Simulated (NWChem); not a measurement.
# One shape, several levels: SiH2 (SMILES [SiH2])

Wanted: a comparison of 6 runs (M06-2X/def2-QZVPD, M06-2X/def2-SVPD, CAM-B3LYP/pcseg-0, CAM-B3LYP/pcseg-1, M06-2X/def2-TZVPD, CAM-B3LYP/pcseg-2) of SiH2. 

The calculation is run with NWChem 7.3.0.

**1. The structure to begin with**

SiH2: 3 atoms, total charge 0, spin state singlet. As SMILES, `[SiH2]`. The coordinates come from a PBE0-D4/def2-TZVP relaxation.

Bond lengths: Si1–H2 1.525 Å, Si1–H3 1.525 Å. Angles: H2–Si1–H3 91.2°.

**2. Energy and forces at M06-2X/def2-QZVPD (run 1)**

The input, mol.nw:

```
start mol
title "H2Si gradient"
memory 2200 mb

geometry units angstrom noautosym nocenter noautoz
 Si      -0.491200       0.468600      -0.213600
 H        0.840300       0.578600       0.522500
 H       -0.349100      -1.047200      -0.308900
end

basis spherical bse
 * library def2-QZVPD
end

dft
 xc m06-2x
 grid fine
 convergence energy 1e-08
 maxiter 100
 mulliken
 print low
end

task dft gradient
```

On the command line:

```
$ nwchem mol.nw > mol.out
```

Standard output:

```text
[...]
 d= 0,ls=0.0,diis     1   -290.5854039004 -3.01D+02  1.89D-03  1.45D+00     6.9
[...]
 d= 0,ls=0.0,diis     7   -290.6004453904 -9.36D-09  8.86D-07  9.56D-10    40.6
         Total DFT energy =     -290.600445390407
      One electron energy =     -421.887335314715
           Coulomb energy =      142.879743823902
    Exchange-Corr. energy =      -21.549100657321
 Nuclear repulsion energy =        9.956246757726
[...]
      Total Density - Mulliken Population Analysis
     ---------------------------------------------
    Atom       Charge   Shell Charges
 -----------   ------   -------------------------------------------------------
    1 Si  14    13.82   1.69 -0.01  0.27  0.36  1.04  0.59  0.47  0.99  0.35  0.00  5.51 -0.09  0.63  0.69  0.94  0.25  0.00  0.03  0.05  0.04  0.00  0.00  0.00  0.00
    2 H    1     1.09   0.11  0.33  0.50  0.12  0.00  0.00  0.02 -0.00  0.00  0.00  0.00
    3 H    1     1.09   0.11  0.33  0.50  0.12  0.00  0.00  0.02 -0.00  0.00  0.00  0.00
[...]
                         DFT ENERGY GRADIENTS
    atom               coordinates                        gradient
                 x          y          z           x          y          z
   1 Si     -0.928233   0.885526  -0.403645   -0.003819   0.003650  -0.001660
   2 H       1.587937   1.093395   0.987382    0.003329   0.000120   0.001823
   3 H      -0.659703  -1.978921  -0.583736    0.000490  -0.003770  -0.000163
 Task  times  cpu:       60.4s     wall:       60.4s
 Total times  cpu:       60.5s     wall:       60.5s
```

Run time: 61 s. Hardware: 1 thread of Intel Xeon Platinum 8259CL at 2.50GHz (Skylake/Cascade Lake), shared host; peak memory 0.14 GiB.

**3. Energy and forces at M06-2X/def2-SVPD (run 2)**

The input, h2si.nw:

```
start h2si
title "H2Si M06-2X"
memory stack 880 mb heap 220 mb global 1100 mb

geometry units au noautosym nocenter noautoz
   Si -0.92823347  0.88552566 -0.40364550
   H   1.58793686  1.09339554  0.98738190
   H  -0.65970339 -1.97892120 -0.58373640
end

basis spherical bse
   * library def2-SVPD
end

dft
   xc m06-2x
   grid fine
   convergence energy 1e-08
   maxiter 100
   mulliken
   print low
end

task dft gradient
```

On the command line:

```
$ nwchem h2si.nw > h2si.out
```

Standard output:

```text
[...]
 d= 0,ls=0.0,diis     1   -290.4838136914 -3.00D+02  1.08D-02  5.14D-02     0.5
[...]
 d= 0,ls=0.0,diis     7   -290.4935107078 -1.43D-09  3.97D-06  1.53D-10     2.7
         Total DFT energy =     -290.493510707824
      One electron energy =     -421.651021726746
           Coulomb energy =      142.748851616341
    Exchange-Corr. energy =      -21.547586644781
 Nuclear repulsion energy =        9.956246047361
[...]
      Total Density - Mulliken Population Analysis
     ---------------------------------------------
    Atom       Charge   Shell Charges
 -----------   ------   -------------------------------------------------------
    1 Si  14    14.07   2.00  1.99  1.31  0.45  0.06  5.93  0.98  1.22  0.09  0.05
    2 H    1     0.96   0.73  0.22  0.01  0.00
    3 H    1     0.96   0.73  0.22  0.01  0.00
[...]
                         DFT ENERGY GRADIENTS
    atom               coordinates                        gradient
                 x          y          z           x          y          z
   1 Si     -0.928233   0.885526  -0.403646   -0.001052   0.001011  -0.000457
   2 H       1.587937   1.093396   0.987382    0.000688  -0.000279   0.000342
   3 H      -0.659703  -1.978921  -0.583736    0.000364  -0.000732   0.000115
 Task  times  cpu:        3.7s     wall:        3.7s
 Total times  cpu:        3.8s     wall:        3.8s
```

Run time: 4.5 s. Hardware: 1 thread of Intel Xeon Platinum 8259CL at 2.50GHz (Skylake/Cascade Lake), shared host; peak memory 0.11 GiB.

Runs 3 to 4 aren't shown in full; the table further down has their settings and results.

**4. Energy and gradient at M06-2X/def2-TZVPD (run 5)**

The input, calc.nw:

```
start calc
title "H2Si"
memory total 2200 mb

geometry noautosym nocenter noautoz
 Si    -0.491200     0.468600    -0.213600
 H      0.840300     0.578600     0.522500
 H     -0.349100    -1.047200    -0.308900
end

basis spherical bse
 * library def2-TZVPD
end

dft
 xc m06-2x
 grid fine
 convergence energy 1e-08
 iterations 100
 mulliken
 noprint "final vectors analysis"
end

task dft gradient
```

On the command line:

```
$ nwchem calc.nw > calc.out
```

Standard output:

```text
[...]
          Wavefunction type:  closed shell.
          No. of atoms     :     3
          No. of electrons :    16
[...]
          Charge           :     0
          Spin multiplicity:     1
[...]
          AO basis - number of functions:    61
[...]
              XC Information
              --------------
                       M06-2X Method XC Functional
                     Hartree-Fock (Exact) Exchange  0.540
                        M06-2X Exchange Functional  1.000
                      M06-2X Correlation Potential  1.000
[...]
 d= 0,ls=0.0,diis     1   -290.5772739791 -3.01D+02  5.97D-03  2.08D-01     1.1
[...]
 d= 0,ls=0.0,diis     8   -290.5897652523 -2.71D-10  7.37D-07  1.32D-11     6.5
         Total DFT energy =     -290.589765252291
      One electron energy =     -421.880012771769
           Coulomb energy =      142.887188226570
    Exchange-Corr. energy =      -21.553187464818
 Nuclear repulsion energy =        9.956246757726
[...]
  wavefunction    = closed shell
                         DFT ENERGY GRADIENTS
    atom               coordinates                        gradient
                 x          y          z           x          y          z
   1 Si     -0.928233   0.885526  -0.403645   -0.003573   0.003416  -0.001553
   2 H       1.587937   1.093395   0.987382    0.003052   0.000027   0.001662
   3 H      -0.659703  -1.978921  -0.583736    0.000521  -0.003443  -0.000109
[...]
```

It took 9.9 s on 1 thread of Intel Xeon Platinum 8259CL at 2.50GHz (Skylake/Cascade Lake), shared host; peak memory 0.11 GiB.

**5. The charge distribution at CAM-B3LYP/pcseg-2 (run 6)**

The input, struct.nw:

```
start struct
title "H2Si CAM-B3LYP"
memory stack 880 mb heap 220 mb global 1100 mb

geometry units angstrom noautosym nocenter noautoz
 Si    -0.491200     0.468600    -0.213600
 H      0.840300     0.578600     0.522500
 H     -0.349100    -1.047200    -0.308900
end

basis spherical bse
 * library pcseg-2
end

dft
 xc xcamb88 1.00 lyp 0.81 vwn_5 0.19 hfexch 1.00
 cam 0.33 cam_alpha 0.19 cam_beta 0.46
 grid fine
 convergence energy 1e-08
 direct
 iterations 100
 mulliken
 noprint "final vectors analysis"
end

property
 dipole
 quadrupole
 mulliken
end

task dft property
```

On the command line:

```
$ nwchem struct.nw > struct.out
```

Standard output:

```text
[...]
          Wavefunction type:  closed shell.
          No. of atoms     :     3
          No. of electrons :    16
[...]
          Charge           :     0
          Spin multiplicity:     1
[...]
          AO basis - number of functions:    62
[...]
              XC Information
              --------------
                     Hartree-Fock (Exact) Exchange  1.000
                   CAM-Becke88 Exchange Functional  1.000
                      VWN V Correlation Functional  0.190 local
              Lee-Yang-Parr Correlation Functional  0.810
[...]
 d= 0,ls=0.0,diis     1   -290.6129890282 -3.01D+02  4.98D-03  2.34D-01     2.0
[...]
 d= 0,ls=0.0,diis     7   -290.6259595003 -2.24D-09  1.03D-06  2.03D-10    12.1
         Total DFT energy =     -290.625959500280
      One electron energy =     -421.892509719644
           Coulomb energy =      142.890456909047
    Exchange-Corr. energy =      -21.580153447409
 Nuclear repulsion energy =        9.956246757726
[...]
      Total Density - Mulliken Population Analysis
     ---------------------------------------------
    Atom       Charge   Shell Charges
 -----------   ------   -------------------------------------------------------
    1 Si  14    13.65   2.01  0.46  1.51  1.02  0.77  5.90  0.51  1.08  0.32  0.00  0.07  0.00
    2 H    1     1.17   0.39  0.59  0.17  0.00  0.02  0.00
    3 H    1     1.17   0.39  0.59  0.17  0.00  0.02  0.00
[...]
   Dipole moment        0.1492011449 Debye(s)
             DMX        0.1030086699 DMXEFC        0.0000000000
             DMY       -0.0981987981 DMYEFC        0.0000000000
             DMZ        0.0448016921 DMZEFC        0.0000000000
   -EFC- dipole         0.0000000000 DEBYE(S)
   Total dipole         0.1492011449 DEBYE(S)
[...]
```

It took 13 s on 1 thread of Intel Xeon Platinum 8259CL at 2.50GHz (Skylake/Cascade Lake), shared host; peak memory 0.11 GiB.

Atomic charges (e):

| atom | Mulliken | Löwdin |
| --- | --- | --- |
| Si1 | +0.346 | +0.440 |
| H2 | -0.173 | -0.220 |
| H3 | -0.173 | -0.220 |

**6. All runs side by side**

| run | level | task | energy (Eh) | wall time |
| --- | --- | --- | --- | --- |
| 1 | M06-2X/def2-QZVPD | gradient | -290.600445 | 61 s |
| 2 | M06-2X/def2-SVPD | gradient | -290.493511 | 4.5 s |
| 3 | CAM-B3LYP/pcseg-0 | properties | -290.251947 | 1.6 s |
| 4 | CAM-B3LYP/pcseg-1 | properties | -290.598553 | 2.4 s |
| 5 | M06-2X/def2-TZVPD | gradient | -290.589765 | 9.9 s |
| 6 | CAM-B3LYP/pcseg-2 | properties | -290.625960 | 13 s |

**7. What came out**

```
            quantity          value
 run 6: total energy  -290.62596 Eh
run 6: dipole moment         0.15 D
```

Over runs 3, 4, 5, 6 the dipole moment (its size) runs from 0.11 D (M06-2X/def2-TZVPD) to 0.60 D (CAM-B3LYP/pcseg-0). The two ends differ in method and basis. Totals of different functionals can't be ranked against each other. All runs together took 93 s, the longest 61 s.
